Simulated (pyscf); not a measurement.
**Four-centre exchange: O=Nb(=O)–Cl + HF -> O=Nb(=O)–F + HCl**

Gas phase, singlet surface, charge 0. Bonds broken: Nb2–Cl4, F5–H6. Bonds formed: Nb2–F5, Cl4–H6. Single points on ωB97X-D3(BJ)/def2-SVP structures (PySCF, gas phase).

Transition state (Å):

```xyz
6

O      0.0927     0.4227     1.7129
Nb    -0.8750    -0.2055     0.4718
O     -1.3160    -1.7812     0.9110
Cl    -2.6117     1.3182    -0.7104
F     -0.3356     0.1508    -1.4637
H     -1.4884     0.8862    -1.4836
```

One imaginary mode, 385i cm⁻¹; descent along it reached the two sides named, in the forms told below.

```tsv
bond	change	reactant side (Å)	saddle	product side
Nb2–Cl4	breaks	2.408	2.595	2.7
F5–H6	breaks	0.961	1.368	2.596
Nb2–F5	forms	2.262	2.041	1.925
Cl4–H6	forms	2.199	1.430	1.297
```

Electronic energies relative to the separated reactants (kcal/mol):

```tsv
level	barrier	reaction energy	reverse barrier
ωB97X-D3(BJ)/def2-TZVP	-16.4	+3.4	-19.8
PBE/def2-TZVP	-17.4	-0.2	-17.2
r²SCAN/def2-TZVP	-18.3	+0.2	-18.5
B3LYP-D3(BJ)/def2-TZVP	-16.0	+0.7	-16.7
PBE0-D3(BJ)/def2-TZVP	-15.8	+2.1	-17.9
M06-2X/def2-TZVP	-14.4	+3.4	-17.9
ωB97M-D3(BJ)/def2-TZVP	-15.4	+0.3	-15.7
```

With ωB97M-D3(BJ)/def2-TZVP energies and thermal terms (ideal gas, 1 atm, RRHO with modes under 100 cm⁻¹ raised to 100, one conformer, R ln 2 for chiral ones without a mode under 150 cm⁻¹), in kcal/mol:

| T (K) | ΔH‡ | ΔG‡ | ΔH | ΔG |
|---|---|---|---|---|
| 298 | -17.2 | -6.8 | -1.0 | -1.0 |
| 600 | -17.4 | 3.8 | -1.1 | -1.0 |
| 900 | -17.1 | 14.4 | -1.1 | -0.9 |
| 1200 | -16.6 | 24.9 | -1.0 | -0.8 |

On the reactant side the descent ends in an adduct with a F–Nb contact, 23.1 kcal/mol under the separated species and 6.7 kcal/mol under the saddle at ωB97X-D3(BJ)/def2-TZVP. On the product side the descent ends in an adduct with a Cl–Nb contact, 23.3 kcal/mol under the separated species and 3.5 kcal/mol under the saddle at ωB97X-D3(BJ)/def2-TZVP. At ωB97X-D3(BJ)/def2-TZVP, PBE, r²SCAN, B3LYP-D3(BJ), PBE0-D3(BJ), M06-2X, ωB97M-D3(BJ) the saddle lies under the separated reactants, which points to a path from their complex (located at ωB97X-D3(BJ) alone). At ωB97X-D3(BJ)/def2-TZVP, PBE, r²SCAN, B3LYP-D3(BJ), PBE0-D3(BJ), M06-2X, ωB97M-D3(BJ) the saddle lies under the separated products, which points to a path from their complex (located at ωB97X-D3(BJ) alone), and parting the products costs more than the saddle. What is counted as formed (F–Nb) is already present as a longer contact in the reactant adduct; forming that adduct is a step of its own. What is counted as broken (Cl–Nb) persists as a longer contact in the product adduct; parting that adduct is a step of its own. One saddle was located; it need not be the lowest between these sides. Elements past Kr carry the def2 core potentials, without spin-orbit coupling.
